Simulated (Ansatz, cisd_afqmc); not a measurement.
System: H₂O, charge 0, singlet. H2O (SMILES O).
B3LYP-D3(BJ)/def2-TZVP minimum from Ansatz (a program for electronic structure):
```
O
H 1 0.9627
H 1 0.9627 2 105.24
```
Charge 0, spin multiplicity 1.

Total energies in cc-pVTZ, 8 correlated electrons, 1 frozen orbitals. UHF or UKS for unpaired electrons; spin-orbit terms are left out. Correlated methods leave the cores frozen. No relativity. AFQMC/CISD: phaseless, guided by CISD from CCSD amplitudes; bars are statistical, one sigma. Outlying blocks are dropped, and bars are widened where a walk drifts. Over all cases where full CI ran beside it in this data, AFQMC minus full CI had a median of +0.1 mEh and passed +0.4 mEh in a tenth of the cases.

```
method         program        energy (Eh)  minus CCSDTQ (mEh)
----------  ----------  -----------------  ------------------
HF              Ansatz          -76.05675              275.76
MP2             Ansatz          -76.31854               13.97
CCSD            Ansatz          -76.32443                8.08
CCSD(T)         Ansatz          -76.33211                0.40
CCSDT(Q)        Ansatz          -76.33255               -0.04
CCSDTQ          Ansatz          -76.33251                0.00
AFQMC/CISD  cisd_afqmc  -76.3324 ± 0.0004           0.1 ± 0.4
```

Rough core times of Ansatz's runs on a shared machine: CCSD(T) under 20 s, CCSDT(Q) 30 s, CCSDTQ 9 min.
